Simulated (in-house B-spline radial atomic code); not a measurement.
RPA and G0W0 on SCAN: neutral argon

Configuration [Ne] 3s2 3p6, mean-field start SCAN. Computed with a B-spline radial code for spherical atoms: all electrons, scalar-relativistic (spin-free one-electron X2C), finite nucleus, each spin shell either full or empty, empty states to l = 9 with an (l + 1/2)⁻⁴ tail; G0W0 by contour deformation at full frequency.

Command:
```bash
python run_gw.py task.json out
```
Settings (radii: box in bohr, nucleus in fm):
```
Z                        18
electrons                18
configuration            [Ne] 3s2 3p6
hamiltonian              x2c
method                   scan,scan
lmax                     9
rms_radius               3.4274
spin_polarised           False
box_radius               40
intervals                74
```

Run time, properties included: 2.3 s on 1 thread of Arm Neoverse N1, on a shared host.

Energies (hartree):

```json
{"term": "mean-field total", "value": "-529.41786"}
{"term": "Hartree-Fock functional on these orbitals", "value": "-528.62624"}
{"term": "direct second order", "value": "-1.2773"}
{"term": "second-order exchange", "value": "0.43206"}
{"term": "SOSEX correction", "value": "0.38662"}
```

Q: What is the RPA correlation energy, and what remains with SOSEX?

A: RPA gives -1.0877 hartree (-1.64 eV per electron); RPA + SOSEX gives -0.70111, and the second-order doubles -0.84524 hartree (no singles). SOSEX takes back 36 % of the RPA value.

Quasi-particle levels (eV):

| level | occupied | mean field | Σx - vxc | Σc | QP weight | G0W0 |
| --- | --- | --- | --- | --- | --- | --- |
| 3p | yes | -10.716 | -5.22 | ? | ? | ? |

G0W0 = mean field + (Σx - vxc) + Σc, with Σc (partial-wave tail included) taken at the quasi-particle energy. Only the outer levels were computed. Levels of low weight are left out.

Q: Where does G0W0 put 3p?

A: At -15.545 eV, with Σc = 0.40 eV and a quasi-particle weight of 0.868. The tabulated removal energy is 15.760 eV (NIST, measured); the calculation leaves out spin-orbit coupling, Breit and QED terms, and what these don't explain is the method's own error.
